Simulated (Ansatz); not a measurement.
Species: allene, C3H4, charge 0, multiplicity 1. SMILES: C=C=C
Coordinates optimised at B3LYP-D3(BJ)/def2-TZVP (Ansatz, a quantum-chemistry and plane-wave program):
```xyz
7

C      0.0000     0.0000     0.0000
C     -0.0052     0.0000     1.3001
C      0.0052     0.0000    -1.3001
H     -0.0108     0.9262     1.8632
H     -0.0040    -0.9263     1.8631
H      0.9337     0.0035    -1.8595
H     -0.9188    -0.0034    -1.8668
```

Quantity: atomisation energy (electronic, to ground-state atoms), in kcal/mol. Correlated levels leave the core frozen unless marked. UHF or UKS for open shells. No spin-orbit coupling. Non-relativistic. The coupled-cluster limit lacks core correlation, which all-electron functionals hold. CBS marks a two-point X^-3 extrapolation of the correlation energy; Hartree-Fock from the larger set. [CCSD(T)-MP2]/basis is that difference in the basis named.

```json
[
 {"level": "B97M-V/def2-TZVPD", "program": "Ansatz", "atomisation energy (kcal/mol)": "(withheld)"},
 {"level": "LC-wPBE-D4/def2-TZVPD", "program": "Ansatz + dftd4", "atomisation energy (kcal/mol)": "(withheld)"},
 {"level": "RPA@PBE/cc-pVTZ", "program": "Ansatz", "atomisation energy (kcal/mol)": "652.6"},
 {"level": "RI-MP2/CBS(aug-cc-pVTZ,aug-cc-pVQZ)+[CCSD(T)-MP2]/aug-cc-pVTZ", "program": "Ansatz", "atomisation energy (kcal/mol)": "701.6"}
]
```

### Question
What belongs in the gaps?

### Answer

- B97M-V/def2-TZVPD, atomisation energy (kcal/mol): 705.8
- LC-wPBE-D4/def2-TZVPD, atomisation energy (kcal/mol): 703.4
